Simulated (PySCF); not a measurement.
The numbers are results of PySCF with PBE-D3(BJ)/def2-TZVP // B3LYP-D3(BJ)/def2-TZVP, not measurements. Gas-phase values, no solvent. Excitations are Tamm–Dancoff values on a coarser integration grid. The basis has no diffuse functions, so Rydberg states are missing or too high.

Reference species (SMILES): `C#N` (neutral, multiplicity 1).

```json
{
 "S1 excitation (TDA)": "8.18 eV",
 "HOMO": "-9.04 eV",
 "S1 oscillator strength": "0.000"
}
```

After one change: the S1 excitation (TDA) falls by 3.49 eV; the HOMO goes up by 1.09 eV; the S1 oscillator strength is nearly the same.

Task: Which change was made? The new species is one of these.
A) `C=CC#N`
B) `N#CN`
C) `N#[C][AlH2]`
D) `N#CC=O`

Result: C, `N#[C][AlH2]`
